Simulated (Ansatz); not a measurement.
## Ansatz (development build ahead of 0.2.0) run

```yaml
crystal:
  periodic: [false, false, false]
  atoms:
    - { symbol: Si, position_ang: [0.0, 0.0, 0.0] }
    - { symbol: H, position_ang: [2.13572, 0.0, 1.79209] }
    - { symbol: H, position_ang: [-2.13572, 0.0, 1.79209] }
basis:
  gaussian: { orbitals: "6-31G" }
total_charge: 1
magnetization:
  initial_magnetization: 3
hamiltonian:
  xc: hf
correlation:
  method: fci
  frozen_orbitals: { H: 0, Si: 5 }
```

The input is written out in the form of the current development build from the run's settings.

Results

```
Converged    : yes
Total energy : -289.57921 hartree
State        : lowest quartet root, of any spatial symmetry
```
